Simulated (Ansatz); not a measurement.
TiN (rock salt): values from a third-order Birch-Murnaghan fit to a volume scan beside measured ones. Computed values: r2SCAN (plane waves to 500 eV, PAW, scalar-relativistic; Ansatz, a first-principles code). TiN is run without spin polarisation. TiN was relaxed with its symmetry unable to fall.

| quantity | reference | kind |
|---|---|---|
| Lattice constant a (Å) | 4.239 | measured, room temperature or unstated |
| Bulk modulus B₀ (GPa) | 288 | measured, room temperature or unstated |

References as given in: Guo-Xu Zhang, Anthony M Reilly, Alexandre Tkatchenko et al., New Journal of Physics (2018), doi:10.1088/1367-2630/aac7f0; V. Krasnenko, M.G. Brik, Solid State Sciences (2013), arXiv:1306.3139. Values not taken to low temperature hold thermal and zero-point shifts that a static calculation lacks, so small differences there are no errors of the method.

Estimate the r2SCAN values and the sign and size of each difference.


```json
[
 {"quantity": "Lattice constant a (Å)", "r2SCAN": "4.233", "difference": "-0.2 %"},
 {"quantity": "Bulk modulus B₀ (GPa)", "r2SCAN": "295", "difference": "+2.5 %"}
]
```



(A scan under strain: stresses follow from slopes of the energy per volume, elastic moduli from its curvatures.)
